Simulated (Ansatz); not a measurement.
This Ansatz (an electronic-structure program) input (PBE/6-311++G(3df,3pd)) gives -342.39571 Eh with 83 basis functions. A basis named .json is the Basis Set Exchange file of that set (core-valence sets with the plain set on hydrogen).

Ansatz 0.2 input:
```yaml
crystal:
  periodic: [false, false, false]
  atoms:
    - {symbol: P, position_ang: [0.00056199, 0.07657355, 0.08927023]}
    - {symbol: H, position_ang: [1.02683735, -0.58960829, -0.66288796]}
    - {symbol: H, position_ang: [-1.03526727, -0.55899489, -0.67616545]}
basis:
  gaussian:
    orbitals: 6-311++G_3df_3pd_.json
hamiltonian:
  xc: {name: PBE}
total_charge: -1
magnetization: {spin_polarized: false}
```

Change:
```diff
- orbitals: 6-311++G_3df_3pd_.json
+ orbitals: aug-cc-pV_Q+d_Z.json
```

Question: What does the run give now?

Answer: -342.40279 Eh (PBE/aug-cc-pV(Q+d)Z, 181 functions), a change of -7.08 mEh.
